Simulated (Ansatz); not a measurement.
Cartesian coordinates (Å):
SMILES: CS
```xyz
6

C     -0.4931    -0.0714    -0.0013
S      1.1604     0.0878    -0.7525
H     -1.1823    -0.2582    -0.8231
H     -0.7888     0.8466     0.5022
H     -0.5348    -0.9114     0.6888
H      1.8385     0.3066     0.3858
```
Charge 0, spin multiplicity 1.

Method: frozen-core CCSD(T)/cc-pVTZ // B3LYP-D3(BJ)/def2-TZVP in Ansatz (an electronic-structure program).

| Item | Result |
|---|---|
| HF energy | -437.75645 Ha |
| MP2 correlation energy | -0.36336 Ha |

Question: Estimate the CCSD correlation energy, the (T) correction, the total energy and the T1 diagnostic.

Answer: 
The CCSD correlation energy comes out as -0.39695 Ha and the (T) correction is -0.01554 Ha. The CCSD(T) total energy is -438.16894 Ha and the T1 diagnostic comes out as 0.009.
